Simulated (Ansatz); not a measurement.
# SiH₃F (singlet): from Hartree-Fock to the top rungs, cc-pVTZ

How much of the correlation energy of SiH₃F (singlet) does each wave-function method recover here?

Computed with Ansatz 0.2.0, Gaussian basis. Level: cc-pVTZ, core rule «outside noble gas», up to 6 orbitals frozen.

The runs, in order: UHF; CCSD(T) on RHF; BCCD(T) on RHF; CCSDT(Q) on RHF.

7 further runs of the same task are left out: 3 for a known fault of the program, 1 that didn't finish, 3 set aside as unsound or not needed.

## 1. What is computed

The geometry is a PBE0/def2-TZVP stationary point (not a proven minimum).

5 atoms, charge 0, spin multiplicity 1.

Atoms are counted from 1 here; the program's logs count them from 0.

Bond lengths: Si1–F2 1.600 Å, Si1–H3 1.482 Å, Si1–H4 1.482 Å, Si1–H5 1.482 Å. Angles: F2–Si1–H3 108.3°, F2–Si1–H4 108.3°, F2–Si1–H5 108.3°, H3–Si1–H4 110.6°, H3–Si1–H5 110.6°, H4–Si1–H5 110.6°.

## 2. UHF

in.yaml reads:

```yaml
crystal:
  periodic: [false, false, false]
  atoms:
    - {symbol: Si, position_ang: [-0.578455, -0.004376, 0.002820]}
    - {symbol: F, position_ang: [1.021345, 0.007727, -0.004979]}
    - {symbol: H, position_ang: [-1.054923, 1.398642, 0.006171]}
    - {symbol: H, position_ang: [-1.033025, -0.712062, 1.222673]}
    - {symbol: H, position_ang: [-1.044915, -0.710281, -1.213571]}
basis:
  gaussian: {orbitals: cc-pVTZ}
magnetization: {spin_polarized: true, initial_magnetization: 0}
hamiltonian: {xc: hf}
output: {orbitals: {seedname: orbitals}}
```

Command:

```
$ ansatz run in.yaml --threads 1 --pin off --events-out ev --progress --plain --max-ram 4096MiB --backend cpu
```

Further steps of the session: CCSD(T) on RHF; BCCD(T) on RHF; CCSDT(Q) on RHF.

**Question.** What will the summary of the whole plan be? Wanted: RCCSDT(Q) below the RHF energy; RMP2 from RCCSDT(Q); RCCSD from RCCSDT(Q); RCCSD(T) from RCCSDT(Q); T1 diagnostic.

The runs gave:

| quantity | value |
| --- | --- |
| RCCSDT(Q) below the RHF energy | -11.3393 eV |
| RMP2 from RCCSDT(Q) | +20.57 kcal/mol |
| RCCSD from RCCSDT(Q) | +7.13 kcal/mol |
| RCCSD(T) from RCCSDT(Q) | +0.53 kcal/mol |
| levels within 1 kcal/mol (43 meV) | RCCSD(T), BCCD(T), RCCSDT |
| T1 diagnostic | 0.011 |

What this shows: RCCSD(T) misses by +0.53 kcal/mol, 0.2 % of the correlation energy. These misses are within one basis, not against nature.
